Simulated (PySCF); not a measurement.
**N2 with other numerical set-ups**

The method stays; parts of the set-up, such as the basis or the Hamiltonian, are changed.

Method: each script names its method and basis; program: PySCF 2.14.0.

3 further runs of the same task are left out: 3 that didn't finish.

## 1. The system as given

N2: 2 atoms, charge 0, spin multiplicity 1.

Bond lengths: N1–N2 1.179 Å.

## 2. The run that the others are compared with

Contents of input.py:

```python
from pyscf import gto, scf, mp

mol = gto.M(
    atom='N 0 0 0; N 0 0 1.179',
    basis='sto-3g',
    charge=0,
    spin=0,
    symmetry=True,
    verbose=4,
)
mf = scf.UHF(mol)
mf.kernel()
mp.MP2(mf, frozen=2).kernel()
mf.dip_moment()
print('orbital energies (hartree):', [e[max(0, n-3):n+3].round(4) for e, n in zip(mf.mo_energy, mol.nelec)])
```

The run is started by

```sh
> OMP_NUM_THREADS=1 python input.py
```

Its log is not repeated here.

It gives: E(SCF) = -107.494397 Eh, 5 cycles, E(MP2) − E(SCF) = -0.18577 Eh, μ = 0.00 D (of the SCF density).

The bond length is a typed value, not an optimised one.

## 3. Sbkjc (core potential on)

Variant 1 changes basis set: sto-3g → sbkjc; core potential: off → on; frozen orbitals: 2 → none. The core potential changes with it: totals don't compare.

Contents of input.py:

```python
from pyscf import gto, scf, mp

mol = gto.M(
    atom='N 0 0 0; N 0 0 1.179',
    basis='sbkjc',
    ecp={'N': 'sbkjc'},
    charge=0,
    spin=0,
    symmetry=True,
    verbose=4,
)
mf = scf.UHF(mol)
mf.kernel()
mp.MP2(mf).kernel()
mf.dip_moment()
print('orbital energies (hartree):', [e[max(0, n-3):n+3].round(4) for e, n in zip(mf.mo_energy, mol.nelec)])
```

The run is started by

```sh
> OMP_NUM_THREADS=1 python input.py
```

## 4. Pcseg-2

Variant 2 changes basis set: sto-3g → pcseg-2.

input.py, as its differences from that of step 2:

```diff
@@ -4,3 +4,3 @@
     atom='N 0 0 0; N 0 0 1.179',
-    basis='sto-3g',
+    basis='pcseg-2',
     charge=0,
```

## 5. 6-311++g**

Variant 3 changes basis set: sto-3g → 6-311++g**.

input.py, as its differences from that of step 2:

```diff
@@ -4,3 +4,3 @@
     atom='N 0 0 0; N 0 0 1.179',
-    basis='sto-3g',
+    basis='6-311++g**',
     charge=0,
```

## 6. Cc-pcvdz

Variant 4 changes basis set: sto-3g → cc-pcvdz.

input.py, as its differences from that of step 2:

```diff
@@ -4,3 +4,3 @@
     atom='N 0 0 0; N 0 0 1.179',
-    basis='sto-3g',
+    basis='cc-pcvdz',
     charge=0,
```

## 7. Spin-free X2C on

Variant 5 changes spin-free X2C: off → on.

input.py, as its differences from that of step 2:

```diff
@@ -11,2 +11,3 @@
 mf = scf.UHF(mol)
+mf = mf.sfx2c1e()
 mf.kernel()
```

## 8. Cartesian functions on

Variant 6 changes Cartesian functions: off → on.

input.py, as its differences from that of step 2:

```diff
@@ -8,2 +8,3 @@
     symmetry=True,
+    cart=True,
     verbose=4,
```

Before running it: what results should come out? Wanted: for each run, E(SCF); from base; gap; after the SCF.

The runs gave:

```csv
run,E(SCF) (hartree),from base (eV),cycles,gap (eV),functions,after the SCF
base,-107.494397,0,5,20.84,10,"MP2 correlation -5.055 eV, core frozen"
sbkjc (core potential on),-19.308651,not comparable,7,18.93,16,MP2 correlation -6.392 eV
pcseg-2,-108.949004,-39.5819,8,18.90,60,"MP2 correlation -10.669 eV, core frozen"
6-311++g**,-108.941104,-39.3669,8,18.61,44,"MP2 correlation -9.629 eV, core frozen"
cc-pcvdz,-108.926307,-38.9643,7,19.33,36,"MP2 correlation -9.177 eV, core frozen"
spin-free X2C on,-107.538397,-1.1973,5,20.84,10,"MP2 correlation -5.058 eV, core frozen"
Cartesian functions on,-107.494397,0.0000,5,20.84,10,"MP2 correlation -5.055 eV, core frozen"
```

What this shows: No change of the SCF energy comes from Cartesian functions on. The basis has no d shells, so the Cartesian switch can't act. Of the runs whose energies can be compared, “pcseg-2” moves the SCF energy most (-39.582 eV). pcseg-2 (60 functions) gives an energy 39.58 eV lower than sto-3g (10). 6-311++g** (44 functions) gives an energy 39.37 eV lower than sto-3g (10). cc-pcvdz (36 functions) gives an energy 38.96 eV lower than sto-3g (10). Scalar relativity lowers the total energy by 1.20 eV, nearly all of it in the inner shells; a basis contracted without relativity catches only part of it.
